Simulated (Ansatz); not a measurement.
The input, for Ansatz 0.2.0:

```yaml
crystal:
  periodic: [false, false, false]
  atoms:
    - {symbol: As, position_ang: [0.000000, -0.026886, 0.001233]}
    - {symbol: H, position_ang: [0.000000, 1.045719, -1.084662]}
    - {symbol: H, position_ang: [0.000000, 0.952724, 0.992999]}
basis:
  gaussian: {orbitals: cc-pVDZ}
magnetization: {spin_polarized: false, initial_magnetization: 1}
correlation: {method: fic_mrcisd_q, electrons: outside_noble_gas, active_space: {window: {electrons: 3, orbitals: 3}}}
```

```sh
$ ansatz run in.yaml --threads 1 --pin off --events-out ev --progress --plain --max-ram 2393MiB
```

The program prints:

```
415 factors; integrals over basis functions are off by at most 1.1e-3 eV
mean field evaluation 1: about -60825.3216 eV, gradient 7.1e0 eV
mean field evaluation 2: about -60825.3227 eV, gradient 7.1e0 eV
mean field evaluation 4: about -60825.6122 eV, gradient 4.1e-1 eV
mean field evaluation 8: about -60825.6135 eV, gradient 1.1e-6 eV
mean field -60825.61351915 eV, -2235.3000677473 hartree, gradient 7.4e-6 eV, S^2 0.750000; 0 other end points of the search recorded, 0 dependent functions left out
reference -60825.61351915 eV, -2235.3000677473 hartree; 18, 17 occupied and 19, 20 virtual orbitals, 415 factors
state -60826.05945229 eV, -2235.3164554877 hartree
contracted CI cycle   1: correlation 0.00000000 eV, 0.0000000000 hartree, residual 1.26e1 eV
contracted CI cycle   2: correlation -2.79551299 eV, -0.1027332074 hartree, residual 2.11e0 eV
contracted CI cycle   3: correlation -2.88277161 eV, -0.1059399027 hartree, residual 5.86e-1 eV
contracted CI cycle   4: correlation -2.89006370 eV, -0.1062078821 hartree, residual 2.00e-1 eV
contracted CI cycle   5: correlation -2.89089387 eV, -0.1062383901 hartree, residual 7.09e-2 eV
contracted CI cycle   6: correlation -2.89100427 eV, -0.1062424473 hartree, residual 2.60e-2 eV
contracted CI cycle   7: correlation -2.89101706 eV, -0.1062429172 hartree, residual 8.32e-3 eV
contracted CI cycle   8: correlation -2.89101839 eV, -0.1062429661 hartree, residual 2.61e-3 eV
contracted CI cycle   9: correlation -2.89101852 eV, -0.1062429710 hartree, residual 7.99e-4 eV
state -60826.05945229 eV, -2235.3164554877 hartree; corrected -60829.12715128 eV, -2235.4291913461 hartree
Total energy: -60829.12715128 eV, -2235.4291913461 hartree
```

Natural occupations: 1.9714 1.0000 0.0286.

For the same geometry and basis full CI lies 19.7 meV higher.

Ran on 1 thread of Arm Neoverse V2, shared host: 0.81 s wall, 0.15 GiB peak host memory.
